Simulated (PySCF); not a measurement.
# Structure from 2D NMR

Compound of formula C$_{6}$H$_{10}$. Correlations simulated from computed shifts and the bond graph:

HSQC (one-bond C–H):
```csv
δH,δC
6.89,140.6
6.14,134.3
5.38,121.6
5.29,121.6
1.87,29.6
1.87,20.3
```

COSY cross peaks (H two or three bonds apart, from the bond graph; peaks can be absent where the dihedral angle is near 90°):
```csv
δH,δH
6.89,6.14
6.89,5.38
6.89,5.29
5.38,5.29
```

HMBC (two and three bonds, from the bond graph):
```csv
δH,δC
6.89,"143.8, 134.3, 121.6"
6.14,"143.8, 140.6, 121.6, 29.6, 20.3"
5.38,"140.6, 134.3"
5.29,"140.6, 134.3"
1.87,"143.8, 134.3, 20.3"
1.87,"143.8, 134.3, 29.6"
```

Carbons without hydrogens: δ 143.8.

Theoretical values (PySCF): GIAO PBE0/pcSseg-1 shieldings, coordinates at the GFN2-xTB level. One conformer, no solvent, averaged over atoms made equivalent by symmetry, fast rotation or ring inversion, no relativistic terms.

Scale: TMS for 1H (31.72 ppm) and 13C (186.93 ppm) (reference shieldings calculated alike).

Exchangeable hydrogens are left out of these lists.

Q: Which molecule is this?

A: 4-methyl-1,3-pentadiene (SMILES C(=C)C=C(C)C).

Atoms are numbered as in `[CH2:1]=[CH:2][CH:3]=[C:4]([CH3:5])[CH3:6]`. Each H is labelled by its parent atom. Ha(C1) is cis to C3; Hb(C1) is trans to C3.

δC 143.8 is C4, a fully substituted alkene carbon. δC 140.6 is C2, an alkene CH (δH 6.89). δC 134.3 is C3, an alkene CH (δH 6.14). δC 121.6 is C1, a terminal =CH2 carbon (δH 5.38, 5.29). δC 29.6 is C5, an allylic methyl carbon (δH 1.87). δC 20.3 is C6, an allylic methyl carbon (δH 1.87). HMBC from δH 6.89 reaches the proton-free carbon C4. HMBC from δH 6.14 reaches the proton-free carbon C4. HMBC from δH 1.87 reaches the proton-free carbon C4. HMBC from δH 1.87 reaches the proton-free carbon C4. COSY links 6.89–6.14, 6.89–5.38, 6.89–5.29, 5.38–5.29.

The shifts were computed for this structure.

Shifts are as computed. Against solution values, carbons near 30 ppm lie about +3 ppm off and those near 130 ppm about +5 ppm. Of 1211 compounds with measured shifts, 218 miss one by over three times the rms of a fit or turn the order of signals round; such compounds aren't used in these exercises.
